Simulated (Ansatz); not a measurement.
Molecule: C$_{5}$H$_{6}$N, net charge 1, singlet state. It need not be the lowest isomer of its formula. SMILES: c1cccc[nH+]1
Geometry: optimised at B3LYP-D3(BJ)/def2-TZVP (Ansatz, a first-principles code).

Parts of the frozen-core correlation energy in STO-3G (Ansatz, hartree). Frozen orbitals: 6; correlated occupied orbitals by spin: 15 and 15; virtual: 15 and 15. No spin-orbit coupling. Non-relativistic. The restricted reference is unstable.

```csv
term,value
reference (HF),-244.07827
MP2 opposite-spin,…
MP2 same-spin,…
CCSD correlation,-0.41299
(T),…
T1 diagnostic,0.012
largest doubles amplitude,0.131
```

**Question.** Fill in the missing entries.

**Answer.** 
- MP2 opposite-spin, value: -0.27547
- MP2 same-spin, value: -0.07126
- (T), value: -0.01020
